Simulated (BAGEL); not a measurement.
# triplet CH4S2: levels of theory compared

We compute a comparison of 3 runs (UHF/STO-3G, ROHF/6-31G*, ROHF/aug-cc-pVDZ) of triplet CH4S2. 

The results are computed with BAGEL 1.2.2.

### Step 1. The system as given

CH4S2 has 7 atoms, charge 0, and is taken as a triplet. As SMILES of the parent species, `CSS`. The coordinates come from a PBE0-D4/def2-TZVP relaxation. This is one conformer, not always the lowest. That shape belongs to the parent species and isn't relaxed for this state.

Bond lengths: C1–S2 1.802 Å, S2–S3 2.037 Å, C1–H4 1.090 Å, C1–H5 1.089 Å, C1–H6 1.093 Å, S3–H7 1.349 Å. Angles: C1–S2–S3 103.0°, S2–C1–H4 111.1°, S2–C1–H5 110.8°, S2–C1–H6 106.0°, S2–S3–H7 99.3°, H4–C1–H5 110.4°, H4–C1–H6 109.2°, H5–C1–H6 109.3°.

### Step 2. A single-point energy at UHF/STO-3G (density fitting with qzvpp-jkfit) (run 1)

The input, input.json:

```json
{ "bagel" : [

{
  "title" : "molecule",
  "basis" : "sto-3g",
  "df_basis" : "qzvpp-jkfit",
  "angstrom" : "true",
  "geometry" : [
    { "atom" : "C", "xyz" : [   -0.757700,    0.531000,   -0.254500 ] },
    { "atom" : "S", "xyz" : [    0.410700,    0.313400,    1.100600 ] },
    { "atom" : "S", "xyz" : [    1.938900,   -0.712100,    0.227800 ] },
    { "atom" : "H", "xyz" : [   -1.170500,   -0.425600,   -0.574100 ] },
    { "atom" : "H", "xyz" : [   -0.285300,    1.039300,   -1.094100 ] },
    { "atom" : "H", "xyz" : [   -1.562500,    1.156200,    0.139800 ] },
    { "atom" : "H", "xyz" : [    1.487600,   -1.970200,    0.408600 ] }
  ]
},
{
  "title" : "uhf",
  "nopen" : 2
},
{
  "title" : "print",
  "file" : "orbitals.molden",
  "orbitals" : "true"
}

]}
```

On the command line:

```bash
$ BAGEL_NUM_THREADS=1 BAGEL input.json > input.out
```

Log:

```text
* using 1 threads per process

  ===============================================================
  ===============================================================

  *** Geometry ***

  { "atom" : "C", "xyz" : [     -1.431845,      1.003445,     -0.480935 ] },
  { "atom" : "S", "xyz" : [      0.776111,      0.592240,      2.079833 ] },
  { "atom" : "S", "xyz" : [      3.663990,     -1.345674,      0.430480 ] },
  { "atom" : "H", "xyz" : [     -2.211924,     -0.804267,     -1.084892 ] },
  { "atom" : "H", "xyz" : [     -0.539139,      1.963992,     -2.067549 ] },
  { "atom" : "H", "xyz" : [     -2.952697,      2.184901,      0.264184 ] },
  { "atom" : "H", "xyz" : [      2.811157,     -3.723138,      0.772142 ] },

  Number of auxiliary basis functions:      403

  Since a DF basis is specified, we compute 2- and 3-index integrals:
    o Being stored without compression. Storage requirement is 0.002 GB

  Number of basis functions:       27
  Number of electrons      :       42

    * METHOD: MOLECULE                             0.21

  *** Open-shell HF ***

  === Nuclear Repulsion ===
   150.1456124307

      * DIIS with orbital gradients will be used.

  === UHF iteration (sto-3g) ===
      0       -825.80756153          0.02290138           0.05
      1       -825.86196342          0.00602476           0.05
      2       -825.86767697          0.00236142           0.05
      3       -825.86929170          0.00128966           0.05
      4       -825.87038273          0.00048402           0.04
      5       -825.87062431          0.00019118           0.05
      6       -825.87066964          0.00009735           0.05
      7       -825.87068167          0.00005303           0.05
      8       -825.87068469          0.00003424           0.05
      9       -825.87068630          0.00001619           0.05
     10       -825.87068662          0.00000735           0.05
     11       -825.87068668          0.00000277           0.05
     12       -825.87068669          0.00000086           0.05
     13       -825.87068669          0.00000046           0.05
     14       -825.87068669          0.00000026           0.05
     15       -825.87068669          0.00000017           0.05
     16       -825.87068669          0.00000009           0.05
     17       -825.87068669          0.00000006           0.06
     18       -825.87068669          0.00000004           0.05
     19       -825.87068669          0.00000001           0.04
     20       -825.87068669          0.00000001           0.04
    * SCF iteration converged.

    * S^2 (UHF) is 2.0100

    * Permanent dipole moment:
           (    1.159488,    -0.369362,    -0.132757) a.u.

    * METHOD: UHF                                  1.11

    * METHOD: PRINT                                0.00

  ===============================================================
```

Run time: 1.7 s. Hardware: 1 thread of Intel Xeon Platinum 8259CL at 2.50GHz (Skylake/Cascade Lake), shared host; peak memory 0.08 GiB.

### Step 3. The energy at ROHF/6-31G(d) (density fitting with qzvpp-jkfit, spherical functions) (run 2)

The input, job.json:

```json
{ "bagel": [

{
  "title": "molecule",
  "basis": "6-31gs.json",
  "df_basis": "qzvpp-jkfit",
  "angstrom": true,
  "geometry": [
    { "atom": "C", "xyz": [      -0.757700,       0.531000,      -0.254500 ] },
    { "atom": "S", "xyz": [       0.410700,       0.313400,       1.100600 ] },
    { "atom": "S", "xyz": [       1.938900,      -0.712100,       0.227800 ] },
    { "atom": "H", "xyz": [      -1.170500,      -0.425600,      -0.574100 ] },
    { "atom": "H", "xyz": [      -0.285300,       1.039300,      -1.094100 ] },
    { "atom": "H", "xyz": [      -1.562500,       1.156200,       0.139800 ] },
    { "atom": "H", "xyz": [       1.487600,      -1.970200,       0.408600 ] }
  ]
},

{ "title": "rohf", "nopen": 2 },

{ "title": "print", "file": "orbitals.molden", "orbitals": true }

]}
```

The basis set 6-31G* is read from a file made from the Basis Set Exchange's data (not shown).

On the command line:

```bash
$ BAGEL_NUM_THREADS=1 BAGEL job.json > job.out
```

Log:

```text
* using 1 threads per process

  ===============================================================
  ===============================================================

  *** Geometry ***

  { "atom" : "C", "xyz" : [     -1.431845,      1.003445,     -0.480935 ] },
  { "atom" : "S", "xyz" : [      0.776111,      0.592240,      2.079833 ] },
  { "atom" : "S", "xyz" : [      3.663990,     -1.345674,      0.430480 ] },
  { "atom" : "H", "xyz" : [     -2.211924,     -0.804267,     -1.084892 ] },
  { "atom" : "H", "xyz" : [     -0.539139,      1.963992,     -2.067549 ] },
  { "atom" : "H", "xyz" : [     -2.952697,      2.184901,      0.264184 ] },
  { "atom" : "H", "xyz" : [      2.811157,     -3.723138,      0.772142 ] },

  Number of auxiliary basis functions:      403

  Since a DF basis is specified, we compute 2- and 3-index integrals:
    o Being stored without compression. Storage requirement is 0.011 GB

  Number of basis functions:       58
  Number of electrons      :       42

    * METHOD: MOLECULE                             0.28

  *** Open-shell HF ***

  === Nuclear Repulsion ===
   150.1456124307

      * DIIS with orbital gradients will be used.

  === ROHF iteration (6-31gs.json) ===
      0       -834.97607018          0.02342705           0.11
      1       -835.03358088          0.00807092           0.11
      2       -835.04246197          0.00339998           0.11
      3       -835.04462979          0.00136654           0.12
      4       -835.04531558          0.00035707           0.08
      5       -835.04548037          0.00017106           0.08
      6       -835.04552569          0.00009803           0.08
      7       -835.04554771          0.00007183           0.08
      8       -835.04555854          0.00004995           0.08
      9       -835.04556632          0.00003404           0.08
     10       -835.04557033          0.00001692           0.08
     11       -835.04557478          0.00000817           0.08
     12       -835.04557624          0.00000421           0.08
     13       -835.04557673          0.00000220           0.08
     14       -835.04557682          0.00000115           0.08
     15       -835.04557682          0.00000071           0.08
     16       -835.04557680          0.00000052           0.08
     17       -835.04557679          0.00000037           0.09
     18       -835.04557678          0.00000028           0.08
     19       -835.04557678          0.00000020           0.08
     20       -835.04557677          0.00000011           0.08
     21       -835.04557678          0.00000005           0.08
     22       -835.04557680          0.00000003           0.08
     23       -835.04557680          0.00000002           0.08
     24       -835.04557680          0.00000001           0.08
    * SCF iteration converged.

    * S^2 (ROHF) is 2.0000

    * Permanent dipole moment:
           (    1.485791,    -0.232957,     0.108328) a.u.

    * METHOD: ROHF                                 2.34

    * METHOD: PRINT                                0.01

  ===============================================================
```

It took 3 s on 1 thread of Intel Xeon Platinum 8259CL at 2.50GHz (Skylake/Cascade Lake), shared host; peak memory 0.087 GiB.

### Step 4. A single-point energy at ROHF/aug-cc-pVDZ (density fitting with qzvpp-jkfit) (run 3)

The input, input.json:

```json
{ "bagel" : [

{
  "title" : "molecule",
  "basis" : "aug-cc-pvdz.json",
  "df_basis" : "qzvpp-jkfit",
  "angstrom" : true,
  "geometry" : [
    { "atom" : "C", "xyz" : [      -0.757700,       0.531000,      -0.254500 ] },
    { "atom" : "S", "xyz" : [       0.410700,       0.313400,       1.100600 ] },
    { "atom" : "S", "xyz" : [       1.938900,      -0.712100,       0.227800 ] },
    { "atom" : "H", "xyz" : [      -1.170500,      -0.425600,      -0.574100 ] },
    { "atom" : "H", "xyz" : [      -0.285300,       1.039300,      -1.094100 ] },
    { "atom" : "H", "xyz" : [      -1.562500,       1.156200,       0.139800 ] },
    { "atom" : "H", "xyz" : [       1.487600,      -1.970200,       0.408600 ] }
  ]
},

{
  "title" : "rohf",
  "charge" : 0,
  "nopen" : 2
},

{
  "title" : "print",
  "file" : "orbitals.molden",
  "orbitals" : true
}

]}
```

The basis set aug-cc-pVDZ is read from a file made from the Basis Set Exchange's data (not shown).

On the command line:

```bash
$ BAGEL_NUM_THREADS=1 BAGEL input.json > input.out
```

Log:

```text
* using 1 threads per process

  ===============================================================
  ===============================================================

  *** Geometry ***

  { "atom" : "C", "xyz" : [     -1.431845,      1.003445,     -0.480935 ] },
  { "atom" : "S", "xyz" : [      0.776111,      0.592240,      2.079833 ] },
  { "atom" : "S", "xyz" : [      3.663990,     -1.345674,      0.430480 ] },
  { "atom" : "H", "xyz" : [     -2.211924,     -0.804267,     -1.084892 ] },
  { "atom" : "H", "xyz" : [     -0.539139,      1.963992,     -2.067549 ] },
  { "atom" : "H", "xyz" : [     -2.952697,      2.184901,      0.264184 ] },
  { "atom" : "H", "xyz" : [      2.811157,     -3.723138,      0.772142 ] },

  Number of auxiliary basis functions:      403

  Since a DF basis is specified, we compute 2- and 3-index integrals:
    o Being stored without compression. Storage requirement is 0.041 GB

  Number of basis functions:      113
  Number of electrons      :       42

    * METHOD: MOLECULE                             0.47

  *** Open-shell HF ***

  === Nuclear Repulsion ===
   150.1456124307

      * DIIS with orbital gradients will be used.

  === ROHF iteration (aug-cc-pvdz.json) ===
      0       -834.93333837          0.02662368           0.26
      1       -835.06196460          0.01717377           0.24
      2       -835.09386828          0.00798975           0.20
      3       -835.10522208          0.00174757           0.20
      4       -835.10679448          0.00046824           0.21
      5       -835.10710824          0.00023725           0.21
      6       -835.10720154          0.00012490           0.26
      7       -835.10724470          0.00008446           0.19
      8       -835.10726741          0.00006148           0.19
      9       -835.10728216          0.00004159           0.19
[... 14 lines of this table left out ...]
     24       -835.10730062          0.00000002           0.19
     25       -835.10730062          0.00000002           0.19
     26       -835.10730062          0.00000001           0.19
     27       -835.10730062          0.00000001           0.19
    * SCF iteration converged.

    * S^2 (ROHF) is 2.0000

    * Permanent dipole moment:
           (    1.374827,    -0.289668,     0.159537) a.u.

    * METHOD: ROHF                                 5.83

    * METHOD: PRINT                                0.03

  ===============================================================
```

Run time: 6.9 s. Hardware: 1 thread of Intel Xeon Platinum 8259CL at 2.50GHz (Skylake/Cascade Lake), shared host; peak memory 0.14 GiB.

### Step 5. All runs side by side

```
run                                                                level  energy (Eh)  dipole moment (D)   ⟨S²⟩  wall time
  1                        UHF/STO-3G (density fitting with qzvpp-jkfit)  -825.870687               3.11  2.010      1.7 s
  2  ROHF/6-31G* (density fitting with qzvpp-jkfit, spherical functions)  -835.045577               3.83  2.000        3 s
  3                  ROHF/aug-cc-pVDZ (density fitting with qzvpp-jkfit)  -835.107301               3.59  2.000      6.9 s
```

### Step 6. Summary of results

| quantity | value |
| --- | --- |
| run 3: total energy | -835.10730 Eh |
| run 3: dipole moment | 3.59 D |
| run 3: ⟨S²⟩ | 2.000 |

What this shows: The dipole moment (its size) runs from 3.11 D (UHF/STO-3G) to 3.83 D (ROHF/6-31G*). The two ends differ in method and basis. In run 1 the basis is minimal, so the values are rough. All runs together took 12 s, the longest 6.9 s.
